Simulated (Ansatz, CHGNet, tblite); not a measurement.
## Ladder of methods for the elastic constant C44 of zinc-blende AlAs

Reference value: 56.6 ± 0.7 GPa (measured, temperature not stated, no zero-point or thermal correction; as tabulated in Krieger et al. (1995), doi:10.1063/1.114098).

Q: What do GFN2-xTB, CHGNet 0.3.0, LDA, BLYP, PBE, revPBE, PBE-D3(BJ), B3LYP (VWN-RPA form), HSE06 give, and how far is each from the reference?

A: 
| level (code) | value (GPa) | cell (Å³/atom) | difference (%) |
|---|---|---|---|
| GFN2-xTB (tblite) | 36.1 | 24.20 | -36 |
| CHGNet 0.3.0 | 10.7 | 23.57 | -81 |
| LDA (Ansatz) | 53.8 | 22.29 | -4.9 |
| BLYP (Ansatz) | 52.0 | 24.34 | -8.1 |
| PBE (Ansatz) | 51.2 | 23.50 | -9.5 |
| revPBE (Ansatz) | 50.5 | 23.89 | -10.8 |
| PBE-D3(BJ) (Ansatz) | 53.0 | 22.72 | -6.4 |
| B3LYP (VWN-RPA form) (Ansatz) | 58.2 | 23.57 | +2.8 |
| HSE06 (Ansatz) | 57.0 | 22.93 | +0.7 |

The reference's temperature isn't stated, so close values are not ranked against it. Off by more than 25 %, or 35 % on the side where a correction would as a rule narrow the miss (bounds picked here): CHGNet 0.3.0 (-81 %), GFN2-xTB (-36 %).

The measured value isn't corrected to a static lattice, so vibrations enter the comparison. A static lattice is as a rule stiffer than a warm one, by over a tenth in soft solids.  GFN2-xTB: the method was fitted mainly to molecules. GFN2-xTB: the run uses a supercell at the zone centre in place of a k mesh. PBE-D3(BJ): the dispersion coefficients are held fixed in the derivatives. Each level is taken at its own relaxed cell. K meshes differ between the levels. Ansatz's density-functional and Hartree–Fock values are scalar-relativistic unless marked +SOC, with PAW data made under PBE.

Machine-learned potentials (CHGNet 0.3.0) are trained on DFT data: a solid inside that data is no test of them.

Differences are worked out from the printed values.

Ansatz is an electronic-structure program.
